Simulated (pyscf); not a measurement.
Cl–Cl + Cl–Ge:–Cl [singlet] → Cl–Ge:–Cl [singlet] + Cl–Cl (four-centre exchange; singlet surface; Cl–Cl, Cl–Ge broken, Cl–Ge, Cl–Cl formed). Structures and frequencies: ωB97X-D3(BJ)/def2-SVP in PySCF. Energies in kJ/mol from the separated reactants.

```json
[
 {"level": "ωB97X-D3(BJ)/def2-TZVP", "barrier": "…", "reaction energy": "0.0"},
 {"level": "PBE/def2-TZVP", "barrier": "38.9", "reaction energy": "0.0"},
 {"level": "PBE0-D3(BJ)/def2-TZVP", "barrier": "68.7", "reaction energy": "0.0"},
 {"level": "M06-2X/def2-TZVP", "barrier": "102.7", "reaction energy": "0.0"},
 {"level": "ωB97M-D3(BJ)/def2-TZVP", "barrier": "108.6", "reaction energy": "0.0"},
 {"level": "HF/def2-TZVP", "barrier": "…", "reaction energy": "0.0"}
]
```

Problem. Fill in the missing entries.

Solution. 
- ωB97X-D3(BJ)/def2-TZVP, barrier: 102.1
- HF/def2-TZVP, barrier: 212.1

The functionals in the table span 69.7 kJ/mol in this barrier, from PBE to ωB97M-D3(BJ). On the reactant side the descent ends in a complex, 20.1 kJ/mol under the separated species and 122.2 kJ/mol under the saddle at ωB97X-D3(BJ)/def2-TZVP. On the product side the descent ends in a complex, 20.7 kJ/mol under the separated species and 122.7 kJ/mol under the saddle at ωB97X-D3(BJ)/def2-TZVP. At the saddle there is also a short Cl–Ge contact that neither side keeps. This is the saddle that the search found; another between the same sides may lie lower. Elements up to Kr have no core potential and no relativistic terms here.
